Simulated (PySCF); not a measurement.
C₃H₅Cl: calculation and literature

Geometry:
| atom | x (Å) | y (Å) | z (Å) |
| --- | --- | --- | --- |
| C1 | 1.380 | -0.383 | -0.222 |
| C2 | 0.343 | 0.438 | -0.054 |
| C3 | -1.071 | -0.015 | 0.036 |
| Cl4 | -1.843 | 0.557 | 1.554 |
| H5 | 2.399 | 0.000 | -0.308 |
| H6 | 1.248 | -1.468 | -0.282 |
| H7 | 0.503 | 1.520 | 0.016 |
| H8 | -1.678 | 0.393 | -0.785 |
| H9 | -1.148 | -1.111 | 0.020 |

[PySCF 2.14.0 with density-fitted response routines: PBE0-D3(BJ)/def2-SVP structure; σ from GIAO-HF/pcSseg-2; single conformer; one averaged value for each set of equivalent atoms; no solvent model; relativity neglected]

Reference values: estimated from measurements, as parent shift plus tabulated substituent increment (solution, not stated per compound (mostly CDCl3 or CCl4); Pretsch, Buehlmann, Badertscher, Structure Determination of Organic Compounds, 4th ed. (2009)).
| atoms | quantity | reference | computed |
| --- | --- | --- | --- |
| C2 | δ ¹³C | 133.5 | 147.4 |
| C1 | δ ¹³C | 117.3 | 125.8 |

Computed shifts are σ(ref) − σ with the named reference compound (TMS for H and C) calculated as an isolated molecule at the same level.

How far are the unscaled ¹³C shifts from the references?

## Answers

Mean signed difference +11.20 ppm, mean absolute 11.20 ppm over 2 comparisons; the largest is +13.9 ppm at C2 (alkene CH).
